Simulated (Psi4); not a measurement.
**CH2S− (SMILES [CH2][S-]): levels of theory compared**

Aim: a comparison of 4 runs (UHF/def2-SVP, UB3LYP/6-31G*, U-r2SCAN/cc-pVDZ, UPW91/cc-pVDZ) of CH2S−. 

The results are computed with Psi4 1.11.

4 further runs of the same task are left out: 2 that didn't finish, 2 set aside as unsound or not needed.

## (1) Starting point

CH2S−: 4 atoms, total charge -1, spin state doublet. As SMILES, `[CH2][S-]`. The shape is that of a GFN2-xTB optimisation.

Bond lengths: C1–S2 1.701 Å, C1–H3 1.088 Å, C1–H4 1.088 Å. Angles: S2–C1–H3 117.7°, S2–C1–H4 117.7°, H3–C1–H4 115.3°.

## (2) Energy and forces at UHF/def2-SVP (run 1)

ch2s.dat reads:

```
memory 1600 mb

molecule mol {
  -1 2
  C      0.120820    -0.185020     0.041880
  S     -0.351220     1.263980     0.798430
  H     -0.636130    -0.955650    -0.091780
  H      0.866540    -0.123310    -0.748530
  symmetry c1
  no_reorient
  no_com
}

set reference uhf
set puream true
set e_convergence 1e-09
set d_convergence 1e-08
set scf_type pk
set maxiter 200

e_tot = gradient('scf/def2-SVP')
```

On the command line:

```bash
$ psi4 -i ch2s.dat -o ch2s.out -n 1
```

ch2s.out:

```text
[...]
  Running in c1 symmetry.
[...]
  Nuclear repulsion =   43.011178229175677
[...]
  Multiplicity = 2
[...]
  Nalpha       = 13
  Nbeta        = 12
[...]
    Number of basis functions: 42
[...]
   @UHF iter   1:  -436.28777948008695   -5.70637e-01   7.03278e-03 ADIIS/DIIS
[...]
   @UHF iter  16:  -436.35027850989644   -4.54747e-13   4.97939e-09 DIIS
[...]
   @S^2 Observed:                7.663312726E-01
[...]
  @UHF Final Energy:  -436.35027850989644
   => Energetics <=
    Nuclear Repulsion Energy =             43.0111782291756768
    One-Electron Energy =                -694.3714857927743651
    Two-Electron Energy =                 215.0100290537022261
    Total Energy =                       -436.3502785098964409
  UHF NO Occupations:
  HONO-2 :   11  A 1.9980831
  HONO-1 :   12  A 1.9954243
[...]
  -Total Gradient:
     Atom            X                  Y                   Z
    ------   -----------------  -----------------  -----------------
       1        0.001775184098     0.000956175855     0.005217345481
       2        0.003480990512    -0.014797628980    -0.010780455559
       3       -0.001123054476     0.007754565619     0.002120763680
       4       -0.004133120136     0.006086887519     0.003442346404
[...]
```

Run time: 2.8 s. Hardware: 1 thread of AMD EPYC 7B13 (Zen 3), shared host; peak memory 0.19 GiB.

## (3) A single-point energy at UB3LYP/6-31G(d) (spherical functions) (run 2)

ch2s.xyz reads:

```xyz
4
CH2S
C      0.120820    -0.185020     0.041880
S     -0.351220     1.263980     0.798430
H     -0.636130    -0.955650    -0.091780
H      0.866540    -0.123310    -0.748530
```

ch2s_ase.py reads:

```python
import numpy as np
from ase.calculators.psi4 import Psi4
from ase.io import read

mol = read('ch2s.xyz')
calc = Psi4(atoms=mol, method='b3lyp', basis='6-31G*', memory='1600MB', num_threads=1, charge=-1, multiplicity=2, label='psi4-calc', reference='uks')
calc.psi4.set_options({'puream': True, 'e_convergence': 1e-09, 'd_convergence': 1e-08, 'scf_type': 'pk', 'dft_radial_points': 99, 'dft_spherical_points': 590, 'maxiter': 200})
mol.calc = calc

print(f'energy: {mol.get_potential_energy():.6f} eV')
```

On the command line:

```bash
$ python ch2s_ase.py
```

psi4-calc.dat:

```text
[...]
  Running in c1 symmetry.
[...]
  Nuclear repulsion =   43.011178229175677
[...]
  Multiplicity = 2
[...]
  Nalpha       = 13
  Nbeta        = 12
[...]
    Number of basis functions: 36
[...]
   @UKS iter   1:  -437.23124705722705   -1.96337e-01   1.66371e-02 DIIS/ADIIS
[...]
   @UKS iter  12:  -437.45875688774566   -1.13687e-12   3.82661e-09 DIIS
[...]
   @S^2 Observed:                7.533194049E-01
[...]
  @UKS Final Energy:  -437.45875688774566
   => Energetics <=
    Nuclear Repulsion Energy =             43.0111782291756768
    One-Electron Energy =                -694.4980422938748461
    Two-Electron Energy =                 239.9145171726707702
    DFT Exchange-Correlation Energy =     -25.8864099957172371
    Empirical Dispersion Energy =           0.0000000000000000
    VV10 Nonlocal Energy =                  0.0000000000000000
    Total Energy =                       -437.4587568877456079
[...]
 Multipole Moments:
 ------------------------------------------------------------------------------------
     Multipole            Electronic (a.u.)      Nuclear  (a.u.)        Total (a.u.)
 ------------------------------------------------------------------------------------
 L = 1.  Multiply by 2.5417464519 to convert [e a0] to [Debye]
 Dipole X            :         -0.6038678            0.6014549           -0.0024129
 Dipole Y            :          2.2690930           -2.5121913           -0.2430983
 Dipole Z            :          1.4942174           -1.8078731           -0.3136557
 Magnitude           :                                                    0.3968406
[...]
```

The script printed:

```text
energy: -11903.859103 eV
```

Run time: 9.3 s. Hardware: 1 thread of AMD EPYC 7B13 (Zen 3), shared host; peak memory 0.44 GiB.

Run 3 isn't shown in full; the table further down has it.

## (4) Energy and forces at UPW91/cc-pVDZ (density fitting) (run 4)

run_ase.py reads:

```python
import numpy as np
from ase.calculators.psi4 import Psi4
from ase import Atoms

mol = Atoms(['C', 'S', 'H', 'H'], positions=[
    [0.120820, -0.185020, 0.041880],
    [-0.351220, 1.263980, 0.798430],
    [-0.636130, -0.955650, -0.091780],
    [0.866540, -0.123310, -0.748530],
])
calc = Psi4(atoms=mol, method='pw91', basis='cc-pVDZ', memory='1600MB', num_threads=1, charge=-1, multiplicity=2, label='ch2s', reference='uks')
calc.psi4.set_options({'scf_type': 'df'})
mol.calc = calc

forces = mol.get_forces()
print(f'energy: {mol.get_potential_energy():.6f} eV')
print('forces / eV A^-1')
print(np.round(forces, 5))
```

On the command line:

```bash
$ python run_ase.py
```

ch2s.dat:

```text
[...]
  Running in c1 symmetry.
[...]
  Nuclear repulsion =   43.011178229175677
[...]
  Multiplicity = 2
[...]
  Nalpha       = 13
  Nbeta        = 12
[...]
    Number of basis functions: 42
[...]
   @DF-UKS iter   1:  -437.05977346099729    1.58171e-02   1.87057e-02 ADIIS/DIIS
[...]
   @DF-UKS iter  13:  -437.43118656810367   -4.54747e-13   2.56420e-09 DIIS
[...]
   @S^2 Observed:                7.521330725E-01
[...]
  @DF-UKS Final Energy:  -437.43118656810367
   => Energetics <=
    Nuclear Repulsion Energy =             43.0111782291756768
    One-Electron Energy =                -694.6145620677010584
    Two-Electron Energy =                 246.2276450733721731
    DFT Exchange-Correlation Energy =     -32.0554478029504750
    Empirical Dispersion Energy =           0.0000000000000000
    VV10 Nonlocal Energy =                  0.0000000000000000
    Total Energy =                       -437.4311865681036693
[...]
  -Total Gradient:
     Atom            X                  Y                   Z
    ------   -----------------  -----------------  -----------------
       1       -0.002082645434     0.002408155195    -0.001764481665
       2        0.005719630886    -0.020503535670    -0.012892162276
       3        0.007959513187     0.014471853348     0.003055476419
       4       -0.011600405121     0.003637863296     0.011610393594
[...]
```

The script printed:

```text
energy: -11903.108877 eV
forces / eV A^-1
[[ 0.10709 -0.12383  0.09073]
 [-0.29412  1.05433  0.66294]
 [-0.40929 -0.74417 -0.15712]
 [ 0.59652 -0.18707 -0.59703]]
```

Wall time 6.3 s (1 thread of AMD EPYC 7B13 (Zen 3), shared host); peak memory 0.37 GiB.

## (5) Overview of the runs

```
run                                level      task         integration grid  energy (Eh)  HOMO energy (eV)  LUMO energy (eV)   ⟨S²⟩  wall time
  1                         UHF/def2-SVP  gradient                        –  -436.350279             -0.77             10.04  0.766      2.8 s
  2  UB3LYP/6-31G* (spherical functions)    energy  99 radial × 590 angular  -437.458757              2.40              5.53  0.753      9.3 s
  3                     U-r2SCAN/cc-pVDZ  gradient  99 radial × 590 angular  -437.413705              3.03              5.02  0.755       27 s
  4      UPW91/cc-pVDZ (density fitting)  gradient  75 radial × 302 angular  -437.431187              3.40              4.68  0.752      6.3 s
```

## (6) What came out

```
                                 quantity          value
                      run 4: total energy  -437.43119 Eh
run 4: HOMO energy (highest over α and β)        3.40 eV
 run 4: LUMO energy (lowest over α and β)        4.68 eV
                              run 4: ⟨S²⟩          0.752
          run 4: largest force on an atom     1.280 eV/Å
```

**Reading.** Totals of different functionals can't be ranked against each other. In runs 2, 3, 4 the HOMO lies above zero, so the outermost electron may be held by the basis alone. All runs together took 45 s, the longest 27 s.
